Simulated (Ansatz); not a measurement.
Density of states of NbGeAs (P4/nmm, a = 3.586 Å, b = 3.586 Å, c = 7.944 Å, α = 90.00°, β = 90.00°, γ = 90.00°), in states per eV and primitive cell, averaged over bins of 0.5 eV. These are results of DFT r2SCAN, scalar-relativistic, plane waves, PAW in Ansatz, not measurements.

Plane waves to 500 eV, a k mesh through Γ of 10×10×6 on the computed 6-atom cell and Gaussian smearing (0.10 eV); no spin polarisation.

The cell is relaxed at this level. The states (both spins) are summed by tetrahedra on a 15×15×9 mesh at the self-consistent density. Energies are bin centres; the table starts no lower than −8 eV and ends at 6 eV, or lower where the solved bands end.

It is a metal at this level.

```csv
E − E_F (eV),total,Nb 4d,As 4p,Ge 4p,Ge 4s
-7.80,0.36,0.06,0.00,0.11,0.17
-7.30,0.27,0.05,0.00,0.09,0.12
-6.80,0.45,0.08,0.03,0.21,0.11
-6.30,1.26,0.23,0.34,0.46,0.10
-5.80,3.67,0.75,1.64,0.78,0.15
-5.30,2.21,0.48,1.00,0.41,0.10
-4.80,2.21,0.55,0.88,0.50,0.10
-4.30,2.45,0.62,0.86,0.68,0.08
-3.80,3.12,0.91,0.96,0.97,0.07
-3.30,4.10,1.49,1.34,0.96,0.07
-2.80,6.36,2.71,2.03,1.36,0.05
-2.30,6.45,3.02,2.11,1.09,0.05
-1.80,3.20,1.69,0.83,0.55,0.04
-1.30,1.96,1.09,0.47,0.31,0.03
-0.80,1.65,1.00,0.35,0.20,0.03
-0.30,1.44,1.00,0.23,0.12,0.02
0.20,1.47,0.85,0.31,0.17,0.04
0.70,1.58,0.97,0.22,0.15,0.09
1.20,4.18,2.74,0.46,0.39,0.19
1.70,6.27,4.07,0.75,0.66,0.28
2.20,5.77,3.71,0.55,0.53,0.47
2.70,4.05,2.11,0.66,0.45,0.36
3.20,2.39,1.01,0.56,0.39,0.20
3.70,2.87,1.18,0.86,0.44,0.13
4.20,4.16,1.63,1.43,0.59,0.12
4.70,3.82,1.24,1.19,0.69,0.10
5.20,3.71,0.86,0.75,0.89,0.08
5.70,2.52,0.47,0.35,0.84,0.07
```

The columns after the total are the main Löwdin projections on the occupied valence shells of the potentials; 4 others are left out. The rest of the total lies in those, in shells that are empty in the free atom, which aren't projected, and between the atoms.

Whether NbGeAs exists in this form wasn't checked.

Cost: 1 run of about 2.7 core-minutes, on Intel Xeon 6975P-C (Granite Rapids) (shared hosts).